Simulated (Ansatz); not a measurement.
# SiH4 + CH2F radical: a complex and its separated parts

The complex below is one end of an elementary step. How strongly is it bound against its free parts?

Computed with Ansatz 0.2.0, Gaussian basis. Level: PBE0-D4/def2-TZVP structures, single points in def2-TZVPP, no counterpoise correction.

Levels: SPW92, PBE-D4, BLYP-D4, r2SCAN-D4, B97M-V, PBE0-D4, B3LYP-D4, r2SCAN0-D4, BHLYP-D4, CAM-B3LYP-D4, wB97X-V, wB97M-V, B2PLYP, PBE-QIDH, RPA on PBE, Hartree-Fock, MP2, CCSD, CCSD(T).

Cores are frozen in the correlated methods. Orbitals are unrestricted. B3LYP uses VWN-RPA correlation. B2PLYP carries no dispersion term here.

95 further runs of the same task are left out: 1 that didn't finish, 94 set aside as unsound or not needed.

## Step 1: Starting geometry

The complex: 9 atoms, charge 0, spin multiplicity 2.

Atoms are counted from 1 here; the program's logs count them from 0.

Bond lengths: H1–Si4 1.485 Å, C2–F3 1.332 Å, C2–H5 1.082 Å, C2–H6 1.082 Å, Si4–H7 1.486 Å, Si4–H8 1.484 Å, Si4–H9 1.484 Å. Angles: F3–C2–H5 115.1°, F3–C2–H6 115.1°, H5–C2–H6 124.9°, H1–Si4–H7 109.1°, H1–Si4–H8 109.7°, H1–Si4–H9 109.7°, H7–Si4–H8 109.2°, H7–Si4–H9 109.2°, H8–Si4–H9 109.9°.

Geometry (Å):

| atom | x (Å) | y (Å) | z (Å) |
| --- | --- | --- | --- |
| H1 | 0.79130 | -1.26353 | 0.03606 |
| C2 | -1.77383 | 0.36696 | 1.28429 |
| F3 | -1.21319 | 1.13046 | 0.34760 |
| Si4 | 1.44005 | -0.39093 | -0.97487 |
| H5 | -1.62083 | 0.70256 | 2.30109 |
| H6 | -2.61180 | -0.22895 | 0.94888 |
| H7 | 2.61949 | -1.09650 | -1.54094 |
| H8 | 0.48134 | -0.09075 | -2.06706 |
| H9 | 1.88756 | 0.87086 | -0.33494 |

Its parts: SiH4 holds atoms 1, 4, 7, 8, 9; CH2F radical holds atoms 2, 3, 5, 6. Each part counts its atoms afresh in its own runs.

## Step 2: Relaxing SiH4 alone

File relax-a/in.yaml:

```yaml
crystal:
  periodic: [false, false, false]
  atoms:
    - {symbol: H, position_ang: [0.791298, -1.263528, 0.036058]}
    - {symbol: Si, position_ang: [1.440051, -0.390925, -0.974871]}
    - {symbol: H, position_ang: [2.619490, -1.096497, -1.540939]}
    - {symbol: H, position_ang: [0.481344, -0.090749, -2.067062]}
    - {symbol: H, position_ang: [1.887559, 0.870857, -0.334938]}
basis:
  gaussian: {orbitals: def2-TZVP}
hamiltonian: {xc: pbe0, dispersion: d4}
relax: {f_tol: 0.005, max_steps: 200}
```

Started as:

```console
ansatz run in.yaml --threads 4 --pin off --events-out ev --progress --plain --max-ram 9574MiB
```

After this run come: Relaxing CH2F radical alone; SPW92/def2-TZVPP; PBE-D4/def2-TZVPP; BLYP-D4/def2-TZVPP; r2SCAN-D4/def2-TZVPP; B97M-V/def2-TZVPP; PBE0-D4/def2-TZVPP; B3LYP-D4/def2-TZVPP; r2SCAN0-D4/def2-TZVPP; BHLYP-D4/def2-TZVPP; CAM-B3LYP-D4/def2-TZVPP; wB97X-V/def2-TZVPP; wB97M-V/def2-TZVPP; B2PLYP/def2-TZVPP; PBE-QIDH/def2-TZVPP; RPA on PBE/def2-TZVPP; CCSD(T)/def2-TZVPP; Vibrations of SiH4; Vibrations of CH2F radical.

Before running it: what results should come out? Wanted: complex less parts, CCSD(T)/def2-TZVPP; with zero-point energy; largest T1 diagnostic.

The runs gave:

```
                              quantity      value
complex less parts, CCSD(T)/def2-TZVPP  -0.044 eV
                with zero-point energy  -0.025 eV
                 largest T1 diagnostic      0.015
```

In words: At CCSD(T) the complex lies 0.044 eV below its parts. Among the functionals BLYP-D4 lands nearest to CCSD(T) (+0.001 eV) and SPW92 farthest (-0.039 eV). Mean unsigned error by rung: LDA 0.039, GGA 0.007, meta-GGA 0.011, hybrid 0.008, range-separated hybrid 0.010, double hybrid 0.018 eV. PBE-D4 gives a relative energy 0.013 eV too low, an error of 30 % of the reference. The complex's frequency run has imaginary modes: the structure is no minimum, so both the energy and the zero-point correction are in doubt. No counterpoise was applied, and triple zeta lacks some correlation, so the CCSD(T) reference has a basis error of its own, and close matches with it are partly luck.
